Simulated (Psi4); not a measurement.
**A workflow on CH4AlCl (SMILES [CH3][AlH][Cl])**

Aim: a geometry optimisation (singlet CH4AlCl, r2SCAN-D4/6-31G**), then the energy (doublet CH4AlCl+, U-r2SCAN-D4/6-31G**), then a geometry optimisation (doublet CH4AlCl+, U-r2SCAN-D4/6-31G**), then a single-point energy (singlet CH4AlCl, r2SCAN-D4/6-31G**) of CH4AlCl. 

The calculation is run with Psi4 1.11.

## (1) Starting point

The species is CH4AlCl (7 atoms), meant as a singlet with charge 0. As SMILES, `[CH3][AlH][Cl]`. The coordinates come from a PBE0-D4/def2-TZVP relaxation. The run starts from this shape.

Bond lengths: C1–Al2 1.938 Å, Al2–Cl3 2.105 Å, C1–H4 1.095 Å, C1–H5 1.091 Å, C1–H6 1.095 Å, Al2–H7 1.579 Å. Angles: C1–Al2–Cl3 119.4°, C1–Al2–H7 124.6°, Cl3–Al2–H7 116.1°, Al2–C1–H4 110.5°, Al2–C1–H5 112.6°, Al2–C1–H6 110.6°, H4–C1–H5 108.2°, H4–C1–H6 106.4°, H5–C1–H6 108.2°.

## (2) A structure relaxation at r2SCAN-D4/6-31G(d,p) (density fitting, Cartesian functions) (run 1)

The input, ch4alcl.py:

```python
import psi4

psi4.set_memory(1600000000)
psi4.set_num_threads(1)
psi4.core.set_output_file('psi4.out', False)

mol = psi4.geometry("""
C     -0.712200     0.523000    -0.285500
Al     0.857100    -0.506700     0.197600
Cl     0.695700    -2.008100     1.663900
H     -0.538800     1.590300    -0.112400
H     -1.598400     0.225700     0.277700
H     -0.932100     0.413800    -1.352500
H      2.289900    -0.306000    -0.434600
""")

psi4.set_options({
    'basis': '6-31G**',
    'reference': 'rks',
})

e_tot = psi4.optimize('r2scan-d4', molecule=mol)
print(f'r2scan-d4 energy: {e_tot:.10f} Eh')
mol.save_xyz_file('final.xyz', False)
```

Launch:

```
$ python ch4alcl.py
```

psi4.out:

```text
[...]
  Running in c1 symmetry.
[...]
  Nuclear repulsion =  125.578319224039163
[...]
  Multiplicity = 1
[...]
  Nalpha       = 20
  Nbeta        = 20
[...]
    Number of basis functions: 73
[...]
   @DF-RKS iter   1:  -742.82496302462994   -2.46351e-01   9.85554e-03 ADIIS/DIIS
[...]
   @DF-RKS iter   7:  -743.09770507984854    0.00000e+00   1.61739e-09 DIIS
[...]
  @DF-RKS Final Energy:  -743.09770507984854
   => Energetics <=
    Nuclear Repulsion Energy =            124.9516269518163227
    One-Electron Energy =               -1275.1265369173152067
    Two-Electron Energy =                 460.8466549533035845
    DFT Exchange-Correlation Energy =     -53.7684819381621324
    Empirical Dispersion Energy =          -0.0009681294910729
    VV10 Nonlocal Energy =                  0.0000000000000000
    Total Energy =                       -743.0977050798485379
[...]
  -Total Gradient:
     Atom            X                  Y                   Z
    ------   -----------------  -----------------  -----------------
       1       -0.000012298836     0.000049881170    -0.000078140070
       2        0.000032232284     0.000052138664    -0.000026902090
       3        0.000020672910     0.000044083123    -0.000053134743
       4       -0.000026288643     0.000045945992    -0.000029624745
       5       -0.000011948634     0.000034234984    -0.000026834788
       6       -0.000040634660     0.000052596655    -0.000029313777
       7       -0.000029062344     0.000104155896    -0.000096538684
[...]
```

Standard output:

```text
Some dependencies such as QCElemental have not yet finished migration to pydantic v2. If issues are encountered please downgrade pydantic or upgrade QCElemental as appropriate
	Previous geometry is closer to target in internal coordinates, so using that one.

	Best geometry has RMS(Delta(q)) = 4.19e-06

	Energy has increased in a minimization.
	Energy ratio indicates iffy step.
	Intrafrag trust radius decreased to   0.25.
	Previous geometry is closer to target in internal coordinates, so using that one.

	Best geometry has RMS(Delta(q)) = 3.32e-09

Optimizer: Optimization complete!
r2scan-d4 energy: -743.0977050798 Eh
```

Wall time 27 s (1 thread of Intel Xeon 6975P-C (Granite Rapids), shared host); peak memory 0.9 GiB.

Step by step:

```csv
step,energy from the first frame kept (eV),largest force (eV/Å)
0,0.0000,0.2150
1,-0.0020,0.0798
2,-0.0021,0.0251
3,-0.0020,0.0360
4,-0.0021,0.0075
```

After the run. Bond lengths: C1–Al2 1.945 Å, Al2–Cl3 2.118 Å, C1–H4 1.097 Å, C1–H5 1.094 Å, C1–H6 1.097 Å, Al2–H7 1.583 Å. Angles: C1–Al2–Cl3 119.5°, C1–Al2–H7 124.8°, Cl3–Al2–H7 115.7°, Al2–C1–H4 110.8°, Al2–C1–H5 113.1°, Al2–C1–H6 110.8°, H4–C1–H5 107.9°, H4–C1–H6 106.1°, H5–C1–H6 107.9°.

## (3) The doublet cation: the energy at U-r2SCAN-D4/6-31G(d,p) (density fitting, Cartesian functions) (run 2)

The input, ch4alcl.xyz:

```xyz
7
CH4AlCl
C     -0.719172     0.529820    -0.289112
Al     0.856594    -0.502099     0.194238
Cl     0.699353    -2.014871     1.668363
H     -0.550366     1.600660    -0.118543
H     -1.612127     0.236945     0.270773
H     -0.941734     0.422790    -1.358365
H      2.294641    -0.306050    -0.437505
```

The input, job.py:

```python
import psi4

psi4.set_memory('1600 MB')
psi4.set_num_threads(1)
psi4.set_output_file('ch4alcl.out', False)

with open('ch4alcl.xyz') as f:
    atoms = ''.join(f.readlines()[2:])
m = psi4.geometry('1 2\n' + atoms + 'symmetry c1')

psi4.set_options({
    'basis': '6-31G**',
    'reference': 'uks',
})

e, wfn = psi4.energy('r2scan-d4', return_wfn=True)
print(f'r2scan-d4 energy: {e:.10f} Eh')
for k, v in sorted(psi4.core.scalar_variables().items()):
    print(f'{k:45s} {v:18.10f}')
```

Launch:

```
$ python job.py
```

ch4alcl.out:

```text
[...]
  Running in c1 symmetry.
[...]
  Nuclear repulsion =  124.951638373420010
[...]
  Multiplicity = 2
[...]
  Nalpha       = 20
  Nbeta        = 19
[...]
    Number of basis functions: 73
[...]
   @DF-UKS iter   1:  -742.42940726588370    1.36682e-01   9.43045e-03 DIIS/ADIIS
[...]
   @DF-UKS iter  12:  -742.72430298114807   -5.77472e-09   3.94442e-07 DIIS
[...]
   @S^2 Observed:                7.595182622E-01
[...]
  @DF-UKS Final Energy:  -742.72430298114807
   => Energetics <=
    Nuclear Repulsion Energy =            124.9516383734200105
    One-Electron Energy =               -1265.2982250707600542
    Two-Electron Energy =                 451.0531512598468566
    DFT Exchange-Correlation Energy =     -53.4300840719997225
    Empirical Dispersion Energy =          -0.0007834716551563
    VV10 Nonlocal Energy =                  0.0000000000000000
    Total Energy =                       -742.7243029811480710
[...]
 Multipole Moments:
 ------------------------------------------------------------------------------------
     Multipole            Electronic (a.u.)      Nuclear  (a.u.)        Total (a.u.)
 ------------------------------------------------------------------------------------
 L = 1.  Multiply by 2.5417464519 to convert [e a0] to [Debye]
 Dipole X            :          2.9385698           -3.1258556           -0.1872858
 Dipole Y            :         -4.5703304            5.9929554            1.4226249
 Dipole Z            :          3.3956058           -4.6777995           -1.2821936
 Magnitude           :                                                    1.9243072
[...]
```

The script printed:

```text
r2scan-d4 energy: -742.7243029811 Eh
CURRENT ENERGY                                   -742.7243029811
CURRENT REFERENCE ENERGY                         -742.7243029811
DD SOLVATION ENERGY                                 0.0000000000
DFT FUNCTIONAL TOTAL ENERGY                      -742.7235195095
DFT TOTAL ENERGY                                 -742.7243029811
DFT VV10 ENERGY                                     0.0000000000
DFT XC ENERGY                                     -53.4300840720
DISPERSION CORRECTION ENERGY                       -0.0007834717
GRID ELECTRONS ALPHA                               20.0000036313
GRID ELECTRONS BETA                                19.0000022366
GRID ELECTRONS TOTAL                               39.0000058679
NUCLEAR REPULSION ENERGY                          124.9516383734
ONE-ELECTRON ENERGY                             -1265.2982250708
PCM POLARIZATION ENERGY                             0.0000000000
PE ENERGY                                           0.0000000000
R2SCAN-D4(BJ,EEQ)ATM DISPERSION CORRECTION ENERGY      -0.0007834717
SCF ITERATION ENERGY                             -742.7243029811
SCF ITERATIONS                                     12.0000000000
SCF TOTAL ENERGY                                 -742.7243029811
TWO-ELECTRON ENERGY                               451.0531512598
XC GRID RADIAL POINTS                              75.0000000000
XC GRID SPHERICAL POINTS                          302.0000000000
XC GRID TOTAL POINTS                           151916.0000000000
```

Run time: 11 s. Hardware: 1 thread of Intel Xeon 6975P-C (Granite Rapids), shared host; peak memory 0.87 GiB.

## (4) The doublet cation: a structure relaxation at U-r2SCAN-D4/6-31G(d,p) (density fitting, Cartesian functions) (run 3)

The input, ch4alcl.py:

```python
import psi4

psi4.set_memory(1600000000)
psi4.set_num_threads(1)
psi4.set_output_file('psi4.out', False)

molecule = psi4.geometry("""
1 2
C     -0.719172     0.529820    -0.289112
Al     0.856594    -0.502099     0.194238
Cl     0.699353    -2.014871     1.668363
H     -0.550366     1.600660    -0.118543
H     -1.612127     0.236945     0.270773
H     -0.941734     0.422790    -1.358365
H      2.294641    -0.306050    -0.437505
units angstrom
symmetry c1
""")

psi4.set_options(dict(basis='6-31G**', reference='uks'))

energy_value, wavefunction = psi4.optimize("R2SCAN-D4", molecule=molecule, return_wfn=True)
print(f'R2SCAN-D4 energy: {energy_value:.10f} Eh')
print(molecule.to_string(dtype='xyz', units='Angstrom'))
```

Launch:

```
$ python ch4alcl.py
```

psi4.out:

```text
[...]
  Running in c1 symmetry.
[...]
  Nuclear repulsion =  124.951638373420010
[...]
  Multiplicity = 2
[...]
  Nalpha       = 20
  Nbeta        = 19
[...]
    Number of basis functions: 73
[...]
   @DF-UKS iter   1:  -742.42940726588370    1.36682e-01   9.43045e-03 DIIS/ADIIS
[...]
   @DF-UKS iter   8:  -742.73977770855367   -1.25056e-12   3.59186e-09 DIIS
[...]
   @S^2 Observed:                7.568334716E-01
[...]
  @DF-UKS Final Energy:  -742.73977770855367
   => Energetics <=
    Nuclear Repulsion Energy =            124.7518207733519091
    One-Electron Energy =               -1264.9653486182573943
    Two-Electron Energy =                 450.9117985287956003
    DFT Exchange-Correlation Energy =     -53.4372474113301408
    Empirical Dispersion Energy =          -0.0008009811136083
    VV10 Nonlocal Energy =                  0.0000000000000000
    Total Energy =                       -742.7397777085536745
[...]
  -Total Gradient:
     Atom            X                  Y                   Z
    ------   -----------------  -----------------  -----------------
       1       -0.000036349361     0.000011822299    -0.000000315545
       2        0.000156085651     0.000135593861    -0.000171824388
       3        0.000296777476     0.000063224120    -0.000152638370
       4       -0.000015757128     0.000060901925    -0.000078962711
       5        0.000123494148    -0.000045584076     0.000004435840
       6       -0.000006494936     0.000086260670    -0.000052895755
       7        0.000053148919     0.000210534649    -0.000216957440
[...]
```

Standard output:

```text
Optimizer: Optimization complete!
R2SCAN-D4 energy: -742.7397777086 Eh
7
1 2 AlCClH4
C                    -1.209708547449     1.560803106144    -1.094437702158
Al                    0.562144033495     0.366211246251    -0.518904511917
Cl                    0.047271698022    -0.988092944969     0.915545819500
H                    -0.819773440471     2.549864326854    -0.842867873876
H                    -1.966024302864     1.125441533215    -0.441257024069
H                    -1.234198161154     1.300299905170    -2.155208729150
H                     1.733839775941     0.920156211458    -1.404257494434
```

It took 2 min on 1 thread of Intel Xeon 6975P-C (Granite Rapids), shared host; peak memory 0.93 GiB.

The path in brief:

```csv
step,energy from the first frame kept (eV),largest force (eV/Å)
0,0.0000,2.3223
1,-0.1528,1.5326
2,-0.2889,0.9301
3,-0.3401,0.7012
4,-0.4058,0.3422
5,-0.4134,0.1081
6,-0.4154,0.1218
7,-0.4176,0.0748
8,-0.4188,0.0597
9,-0.4189,0.0558
10,-0.4197,0.0361
11,-0.4204,0.0270
12,-0.4210,0.0176
13,-0.4211,0.0175
```

After the run. Bond lengths: C1–Al2 2.213 Å, Al2–Cl3 2.039 Å, C1–H4 1.093 Å, C1–H5 1.090 Å, C1–H6 1.093 Å, Al2–H7 1.570 Å. Angles: C1–Al2–Cl3 109.8°, C1–Al2–H7 105.1°, Cl3–Al2–H7 145.1°, Al2–C1–H4 98.2°, Al2–C1–H5 100.6°, Al2–C1–H6 98.1°, H4–C1–H5 118.1°, H4–C1–H6 116.6°, H5–C1–H6 118.1°.

## (5) A single-point energy at r2SCAN-D4/6-31G(d,p) (density fitting, Cartesian functions) (run 4)

The input, job.inp:

```
memory 1600 MB

molecule system {
  0 1
  C     -0.720853     0.590349    -0.344829
  Al     1.051000    -0.604243     0.230704
  Cl     0.536128    -1.958547     1.665154
  H     -0.330918     1.579410    -0.093259
  H     -1.477168     0.154987     0.308351
  H     -0.745342     0.329846    -1.405600
  H      2.222696    -0.050298    -0.654649
  units angstrom
}

set {
  reference rks
}

energy("r2scan-d4/6-31G**")
```

Launch:

```
$ psi4 job.inp job.out -n 1
```

job.out:

```text
[...]
  Running in c1 symmetry.
[...]
  Nuclear repulsion =  124.751833908818000
[...]
  Multiplicity = 1
[...]
  Nalpha       = 20
  Nbeta        = 20
[...]
    Number of basis functions: 73
[...]
   @DF-RKS iter   1:  -742.78987651789191   -2.71248e-01   9.62607e-03 DIIS/ADIIS
[...]
   @DF-RKS iter   9:  -743.06058869792196   -1.09668e-08   2.69957e-07 DIIS
[...]
  @DF-RKS Final Energy:  -743.06058869792196
   => Energetics <=
    Nuclear Repulsion Energy =            124.7518339088179999
    One-Electron Energy =               -1274.4844918269370737
    Two-Electron Energy =                 460.4105948468496763
    DFT Exchange-Correlation Energy =     -53.7375375970711602
    Empirical Dispersion Energy =          -0.0009880295814293
    VV10 Nonlocal Energy =                  0.0000000000000000
    Total Energy =                       -743.0605886979219576
[...]
 Multipole Moments:
 ------------------------------------------------------------------------------------
     Multipole            Electronic (a.u.)      Nuclear  (a.u.)        Total (a.u.)
 ------------------------------------------------------------------------------------
 L = 1.  Multiply by 2.5417464519 to convert [e a0] to [Debye]
 Dipole X            :          3.1725289           -2.7078192            0.4647096
 Dipole Y            :         -6.0799966            6.0919981            0.0120015
 Dipole Z            :          4.7422408           -4.8975970           -0.1553562
 Magnitude           :                                                    0.4901374
[...]
```

It took 7.2 s on 1 thread of Intel Xeon 6975P-C (Granite Rapids), shared host; peak memory 0.88 GiB.

## (6) Outcome

| quantity | value |
| --- | --- |
| run 1, r2SCAN-D4/6-31G**: total energy at the end | -743.09771 Eh |
| run 1, r2SCAN-D4/6-31G**: dipole moment | 2.24 D |
| run 1, r2SCAN-D4/6-31G**: HOMO energy | -7.18 eV |
| run 1, r2SCAN-D4/6-31G**: LUMO energy | -1.57 eV |
| run 1, r2SCAN-D4/6-31G**: HOMO–LUMO gap | 5.61 eV |
| run 1, r2SCAN-D4/6-31G**: dispersion energy | -2.54 kJ/mol |
| doublet cation, run 2: total energy | -742.72430 Eh |
| doublet cation, run 2: HOMO energy (highest over α and β) | -14.17 eV |
| doublet cation, run 2: LUMO energy (lowest over α and β) | -13.09 eV |
| doublet cation, run 2: dispersion energy | -2.06 kJ/mol |
| doublet cation, run 2: ⟨S²⟩ | 0.760 |
| doublet cation, run 3: total energy at the end | -742.73978 Eh |
| doublet cation, run 3: HOMO energy (highest over α and β) | -13.65 eV |
| doublet cation, run 3: LUMO energy (lowest over α and β) | -11.59 eV |
| doublet cation, run 3: dispersion energy | -2.10 kJ/mol |
| doublet cation, run 3: ⟨S²⟩ | 0.757 |
| run 4, r2SCAN-D4/6-31G**: total energy | -743.06059 Eh |
| run 4, r2SCAN-D4/6-31G**: dipole moment | 1.25 D |
| run 4, r2SCAN-D4/6-31G**: HOMO energy | -5.65 eV |
| run 4, r2SCAN-D4/6-31G**: LUMO energy | -1.72 eV |
| run 4, r2SCAN-D4/6-31G**: HOMO–LUMO gap | 3.92 eV |
| run 4, r2SCAN-D4/6-31G**: dispersion energy | -2.59 kJ/mol |
| adiabatic ionisation energy (to the doublet cation, no zero-point term) | 9.740 eV |

What this shows: The adiabatic ionisation energy (to the doublet cation, no zero-point term) is 9.74 eV (940 kJ/mol). The optimisation (run 1, r2SCAN-D4/6-31G**) took 5 steps and changed the energy by -0.002 eV. The optimisation (doublet cation, run 3) took 14 steps and changed the energy by -0.421 eV.
